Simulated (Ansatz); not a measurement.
# C5H10O2: up Jacob's ladder to CCSD(T)

Aim: compute C5H10O2 with functionals from several rungs and with coupled cluster, and see how far each lands from CCSD(T) at the basis-set limit for the atomisation energy.

The runs use Ansatz 0.2.0, Gaussian basis; functionals in def2-TZVPP, the program's frozen cores in correlated methods.

Levels to be run: LDA (SPW92), PBE-D4, revPBE-D4, BLYP-D4, r2SCAN-D4, B97M-V, PBE0-D4, B3LYP-D4, r2SCANh-D4, r2SCAN0-D4, HSE06-D4, BHLYP-D4, CAM-B3LYP-D4, LC-ωPBE, ωB97X-V, ωB97M-V, B2PLYP, PBE-QIDH; CCSD(T)/def2-SVP; CCSD(T)/def2-TZVPP; MP2/def2-QZVPP; extrapolation to the limit; RPA on PBE.

**1. The relaxed structure**

An earlier PBE0-D4 in a triple-zeta def2 set relaxation fixed the geometry.

SMILES `COC1CCCO1`, 17 atoms, charge 0, spin multiplicity 1.

Atoms are counted from 1 here; the program's logs count them from 0.

Bond lengths: C1–O2 1.406 Å, C1–H8 1.090 Å, C1–H9 1.099 Å, C1–H10 1.094 Å, O2–C3 1.399 Å, C3–C4 1.514 Å, C3–O7 1.403 Å, C3–H11 1.098 Å, C4–C5 1.525 Å, C4–H12 1.093 Å, C4–H13 1.089 Å, C5–C6 1.526 Å, C5–H14 1.091 Å, C5–H15 1.090 Å, C6–O7 1.428 Å, C6–H16 1.093 Å, C6–H17 1.095 Å. Angles: O2–C1–H8 107.2°, O2–C1–H9 111.1°, O2–C1–H10 111.6°, H8–C1–H9 108.9°, H8–C1–H10 109.4°, H9–C1–H10 108.6°, C1–O2–C3 113.2°, O2–C3–C4 108.0°, O2–C3–O7 112.4°, O2–C3–H11 109.5°, C4–C3–O7 105.4°, C4–C3–H11 115.0°, O7–C3–H11 106.6°, C3–C4–C5 101.3°, C3–C4–H12 109.2°, C3–C4–H13 112.0°, C5–C4–H12 111.2°, C5–C4–H13 114.0° and more.

**2. LDA**

This LDA is Slater exchange with PW92 correlation.

The input, in.yaml:

```yaml
crystal:
  periodic: [false, false, false]
  atoms:
    - {symbol: C, position_ang: [0.973417, 1.184480, 1.940307]}
    - {symbol: O, position_ang: [1.082838, 0.254416, 0.890967]}
    - {symbol: C, position_ang: [-0.103462, -0.446203, 0.649297]}
    - {symbol: C, position_ang: [0.140792, -1.398166, -0.502271]}
    - {symbol: C, position_ang: [-0.068328, -0.477310, -1.699434]}
    - {symbol: C, position_ang: [-1.167307, 0.457267, -1.201606]}
    - {symbol: O, position_ang: [-1.142881, 0.394848, 0.224564]}
    - {symbol: H, position_ang: [1.953896, 1.642566, 2.068696]}
    - {symbol: H, position_ang: [0.685531, 0.689599, 2.878100]}
    - {symbol: H, position_ang: [0.236041, 1.960719, 1.714155]}
    - {symbol: H, position_ang: [-0.444934, -0.921364, 1.578842]}
    - {symbol: H, position_ang: [-0.610962, -2.190768, -0.478225]}
    - {symbol: H, position_ang: [1.131758, -1.847467, -0.456113]}
    - {symbol: H, position_ang: [0.847817, 0.078926, -1.903818]}
    - {symbol: H, position_ang: [-0.356040, -1.009079, -2.606909]}
    - {symbol: H, position_ang: [-1.017250, 1.491202, -1.523379]}
    - {symbol: H, position_ang: [-2.160124, 0.135536, -1.532973]}
basis:
  gaussian: {orbitals: def2-TZVPP}
hamiltonian: {xc: lda}
output: {orbitals: {seedname: orbitals}}
```

Further steps of the session: PBE-D4 (GGA); revPBE-D4 (GGA); BLYP-D4 (GGA); r2SCAN-D4 (meta-GGA); B97M-V (meta-GGA); PBE0-D4 (hybrid); B3LYP-D4 (hybrid); r2SCANh-D4 (hybrid); r2SCAN0-D4 (hybrid); HSE06-D4 (hybrid); BHLYP-D4 (hybrid); CAM-B3LYP-D4 (range-separated); LC-ωPBE (range-separated); ωB97X-V (range-separated); ωB97M-V (range-separated); B2PLYP (double hybrid); PBE-QIDH (double hybrid); CCSD(T) in def2-SVP; CCSD(T) in def2-TZVPP; MP2 in def2-QZVPP; RPA on PBE orbitals.

**Question.** What will the summary of the whole plan be? Wanted: atomisation energy, CCSD(T)/CBS; farthest beyond LDA; mean size of error, GGA; mean size of error, meta-GGA; mean size of error, hybrid; mean size of error, range-separated; mean size of error, double hybrid; gap, smallest and largest; T1 diagnostic.

As calculated:

| quantity | value |
| --- | --- |
| atomisation energy, CCSD(T)/CBS | 1656.1 kcal/mol |
| functionals within 8.3 kcal/mol (0.5 %) | revPBE-D4, BLYP-D4, r2SCAN-D4, B97M-V, B3LYP-D4, r2SCANh-D4, LC-ωPBE, ωB97X-V, ωB97M-V, PBE-QIDH |
| farthest beyond LDA | BHLYP-D4 (-52.0 kcal/mol) |
| mean size of error, GGA | 16.1 kcal/mol |
| mean size of error, meta-GGA | 2.8 kcal/mol |
| mean size of error, hybrid | 17.3 kcal/mol |
| mean size of error, range-separated | 6.2 kcal/mol |
| mean size of error, double hybrid | 9.8 kcal/mol |
| gap, smallest and largest | 6.27 eV (BLYP-D4), 13.65 eV (LC-ωPBE) |
| T1 diagnostic | 0.0110 |
| triples share of the correlation energy | 3.9 % |

The LDA atomisation energy is off by 260.7 kcal/mol (16 %): it overbinds. PBE-D4 misses by +43.4 kcal/mol. Double hybrids carry the basis error of their MP2 part in triple zeta, and no dispersion term here, so their miss is partly the set-up's. The rungs meta-GGA, range-separated miss on average by less than the doubt on the reference (8.3 kcal/mol), so they tie. Misses under about 8.3 kcal/mol are within the doubt on the reference itself, which lacks core-valence correlation, relativity and higher excitations. Hartree-Fock recovers 73 % of the binding; the rest is correlation. CCSD(T) in def2-SVP is off by -68.3 kcal/mol, worse than the median functional, from the basis alone. The gap grows from 6.3 to 13.7 eV across the functionals, mostly with the share of exact exchange.
